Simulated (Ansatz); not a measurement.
# SiH₄O (triplet): wave-function methods side by side at distance Si1–H5 along a hydrogen transfer = 1.640 Å, cc-pVDZ

An exercise on one series of results from a longer session: the logs are not shown, and one member is left open.

The runs use Ansatz 0.2.0, Gaussian basis; cc-pVDZ, core rule «outside noble gas», up to 6 orbitals frozen.

The runs, in order: UHF; CCSD(T) on ROHF; CCSD(T) on UHF; BCCD(T) on ROHF; CISD; CCSDT(Q) on ROHF; CCSDT(Q) on UHF; CASSCF and MRCISD+Q, 4 electrons in 4 orbitals; CASSCF and NEVPT2, 4 electrons in 4 orbitals.

10 further runs of the same task are left out: 1 for a mislabelled method, 9 that didn't finish.

### What is computed

The geometry derives from fragments relaxed apart (PBE0/def2-TZVP) and kept rigid, so it is no stationary point. A hydrogen atom is moved between rigid fragments.

6 atoms, charge 0, spin multiplicity 3.

Atoms are counted from 1 here; the program's logs count them from 0.

Bond lengths: Si1–H2 1.485 Å, Si1–H3 1.485 Å, Si1–H4 1.485 Å, Si1–H5 1.640 Å, H5–O6 1.198 Å. Angles: H2–Si1–H3 109.5°, H2–Si1–H4 109.5°, H2–Si1–H5 109.5°, H3–Si1–H4 109.5°, H3–Si1–H5 109.5°, H4–Si1–H5 109.5°, Si1–H5–O6 180.0°.

The first run:

Contents of in.yaml:

```yaml
crystal:
  periodic: [false, false, false]
  atoms:
    - {symbol: Si, position_ang: [-0.946926, 0.000000, 0.000000]}
    - {symbol: H, position_ang: [-1.441798, 1.399708, 0.000000]}
    - {symbol: H, position_ang: [-1.441797, -0.699854, 1.212183]}
    - {symbol: H, position_ang: [-1.441798, -0.699854, -1.212183]}
    - {symbol: H, position_ang: [0.693074, 0.000000, 0.000000]}
    - {symbol: O, position_ang: [1.891074, 0.000000, 0.000000]}
basis:
  gaussian: {orbitals: cc-pVDZ}
magnetization: {spin_polarized: true, initial_magnetization: 2}
hamiltonian: {xc: hf}
output: {orbitals: {seedname: orbitals}}
```

On the command line:

```console
ansatz run in.yaml --threads 1 --pin off --events-out ev --progress --plain --max-ram 2393MiB
```

Among the steps run: UHF; CCSD(T) on ROHF; CCSD(T) on UHF; BCCD(T) on ROHF; CISD; CCSDT(Q) on ROHF; CCSDT(Q) on UHF; CASSCF and MRCISD+Q, 4 electrons in 4 orbitals; CASSCF and NEVPT2, 4 electrons in 4 orbitals.

One table of the session follows, with a row left open; its other results are not shown here.

```
       method  from UCCSDT(Q) (kcal/mol)
         ROHF                    +197.10
          UHF                    +187.67
         RMP2                     +30.42
         UMP2                     +32.86
         CISD                     +20.63
        RCCSD                      +4.47
        UCCSD                      +4.22
     RCCSD(T)                      +0.92
     UCCSD(T)                      +0.90
      BCCD(T)                      +0.91
       RCCSDT                      +0.29
       UCCSDT                      +0.25
    RCCSDT(Q)                      +0.02
    UCCSDT(Q)                          0
  CASSCF pair                    +178.10
  NEVPT2 pair                     +30.15
  MRCISD pair                          ?
MRCISD+Q pair                      +2.06
```

Estimate the missing values for MRCISD pair.

**Answer.** from UCCSDT(Q) (kcal/mol): +17.45. In the column «from UCCSDT(Q) (kcal/mol)» it lies between RCCSD (+4.47) and CISD (+20.63).

To keep in mind: Restricted and unrestricted rows rest on different reference determinants; where their highest levels disagree by more than a few hundredths of an eV, they describe different states and don't form one ladder.
